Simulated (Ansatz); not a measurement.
Ansatz (an electronic-structure program) input:

Ansatz 0.2 input:
```yaml
crystal:
  periodic: [false, false, false]
  atoms:
    - {symbol: C, position_ang: [-0.00084066, 0.06417934, -1.20111192]}
    - {symbol: Si, position_ang: [0.00020234, 0.04776781, 0.68085373]}
    - {symbol: H, position_ang: [0.00228281, -0.95744935, -1.59188620]}
    - {symbol: H, position_ang: [-0.88652208, 0.57124442, -1.58638550]}
    - {symbol: H, position_ang: [0.88111184, 0.57700419, -1.58731491]}
    - {symbol: H, position_ang: [-1.21072394, -0.62626610, 1.22079099]}
    - {symbol: H, position_ang: [1.21606260, -0.61835849, 1.21951500]}
basis:
  gaussian:
    orbitals: def2-TZVP
hamiltonian:
  xc: b3lyp
  dispersion: d3bj
magnetization: {spin_polarized: true, initial_magnetization: 1}
phonons: {temperatures: {t_min: 298.15, t_max: 298.15, t_step: 100}}
```

Problem. What final total energy does it print?

Solution. -330.61245 Eh (B3LYP-D3(BJ)/def2-TZVP). The basis has 98 functions.

It need not be the lowest isomer of its formula.
